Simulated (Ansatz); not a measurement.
**BHClO (SMILES O[B]Cl): UCCSDT/STO-3G**

Aim: the vertical ionisation energy of BHClO at UCCSDT/STO-3G, from 2 runs. 

The results are computed with Ansatz 0.2.0.

62 further runs of the same task are left out: 62 set aside as unsound or not needed.

## 1. Starting point

BHClO has 4 atoms, charge 0, and is taken as a doublet. As SMILES, `O[B]Cl`. Geometry: relaxed at PBE0-D4/def2-TZVP.

Bond lengths: O1–B2 1.334 Å, B2–Cl3 1.740 Å, O1–H4 0.961 Å. Angles: O1–B2–Cl3 122.2°, B2–O1–H4 113.5°.

## 2. The energy at UCCSDT/STO-3G

job.yaml reads:

```yaml
crystal:
  periodic: [false, false, false]
  atoms:
    - {symbol: O, position_ang: [0.545600, 0.191100, -0.589300]}
    - {symbol: B, position_ang: [-0.429900, 0.065600, 0.312600]}
    - {symbol: Cl, position_ang: [-0.557200, -1.323200, 1.352900]}
    - {symbol: H, position_ang: [0.497000, 1.006200, -1.096500]}
basis:
  gaussian: {orbitals: STO-3G}
total_charge: 0
magnetization: {spin_polarized: true, initial_magnetization: 1}
correlation: {method: ccsdt, frozen_orbitals: {B: 1, Cl: 5, H: 0, O: 1}}
accuracy: high
scf: {omitted_lower_state_checks: [cluster_reference, increment]}
```

Started as:

```console
$ ansatz run job.yaml --threads 1 --pin off --max-ram 2610MiB --events-out events.jsonl --progress --plain --runs-dir runs
```

Output, shortened:

```text
Warning: RAYON_NUM_THREADS=1 ignored (pool sized by the plan → 1); use --threads N
Functional definition: HF
  name "HF"
[...]
349 factors; integrals over basis functions are off by at most 3.1e-8 eV
[...]
mean field -15058.52107995 eV, -553.3904426559 hartree, gradient 1.3e-8 eV, S^2 0.755118; 0 other end points of the search recorded, 0 dependent functions left out
7 core orbitals not correlated: weight in the atoms' cores, before any rotation towards them, 1.000 or more for the frozen orbitals, at most 0.000 for the correlated occupied ones
reference -15058.52107995 eV, -553.3904426559 hartree; 9, 8 occupied and 4, 5 virtual orbitals, 349 factors
second order -2.07994215 eV of doubles, -0.00000000 eV of singles
cycle   1  -2.28110652 eV  change   -2.0e-1 eV  update   8.8e-2
[...]
cycle  27  -2.66744933 eV  change  -9.7e-11 eV  update  9.0e-10
Total energy: -15061.18852928 eV, -553.4884696108 hartree
Checks for a lower state left out: cluster_reference, increment
```

Run time: 1 s. Hardware: 1 thread of Arm Neoverse V1, shared host.

## 3. The singlet cation, same level

molecule.yaml reads:

```yaml
crystal:
  periodic: [false, false, false]
  atoms:
    - symbol: O
      position_ang: [0.545600, 0.191100, -0.589300]
    - symbol: B
      position_ang: [-0.429900, 0.065600, 0.312600]
    - symbol: Cl
      position_ang: [-0.557200, -1.323200, 1.352900]
    - symbol: H
      position_ang: [0.497000, 1.006200, -1.096500]
basis:
  gaussian:
    orbitals: STO-3G
total_charge: 1
magnetization:
  spin_polarized: false
correlation:
  method: ccsdt
  frozen_orbitals: {B: 1, Cl: 5, H: 0, O: 1}
accuracy: high
scf:
  omitted_lower_state_checks: [cluster_reference, increment]
```

Started as:

```console
$ ansatz run molecule.yaml --threads 1 --pin off --max-ram 2610MiB --events-out events.jsonl --progress --plain --runs-dir runs
```

Output, shortened:

```text
Warning: RAYON_NUM_THREADS=1 ignored (pool sized by the plan → 1); use --threads N
[... 2 set-up lines as earlier in the session ...]
[...]
349 factors; integrals over basis functions are off by at most 3.1e-8 eV
[...]
mean field -15051.52730708 eV, -553.1334262435 hartree, gradient 8.7e-9 eV, S^2 0.000000; 0 other end points of the search recorded, 0 dependent functions left out
7 core orbitals not correlated: weight in the atoms' cores, before any rotation towards them, 1.000 or more for the frozen orbitals, at most 0.000 for the correlated occupied ones
reference -15051.52730708 eV, -553.1334262435 hartree; 8, 8 occupied and 5, 5 virtual orbitals, 349 factors
second order -3.26212848 eV of doubles, -0.00000000 eV of singles
cycle   1  -3.23947162 eV  change    2.3e-2 eV  update   1.5e-1
[...]
cycle  29  -3.97898311 eV  change   4.1e-11 eV  update  4.2e-10
Total energy: -15055.50629019 eV, -553.2796511759 hartree
Checks for a lower state left out: cluster_reference, increment
```

It took 0.32 s on 1 thread of Arm Neoverse V1, shared host.

## 4. Outcome

At UCCSDT/STO-3G, 7 core orbitals frozen:

| quantity | value |
| --- | --- |
| doublet BHClO: total energy | -553.48847 Eh |
| doublet BHClO: correlation energy (7 core orbitals frozen) | -98.0 mEh |
| doublet BHClO: ⟨S²⟩ of the reference determinant | 0.755 |
| doublet BHClO: T1 diagnostic | 0.017 |
| singlet cation: total energy | -553.27965 Eh |
| singlet cation: correlation energy (7 core orbitals frozen) | -146.2 mEh |
| singlet cation: T1 diagnostic | 0.027 |
| vertical ionisation energy (to the singlet cation) | 5.682 eV |

In words: The vertical ionisation energy comes to 5.68 eV (548 kJ/mol). Only the singlet of the ionised species was computed; a triplet could lie lower. In a minimal basis such a difference can be off by several eV, whatever the method. The T1 diagnostic (singlet cation) of 0.027 is above the customary mark for such species, so a single reference may not serve.
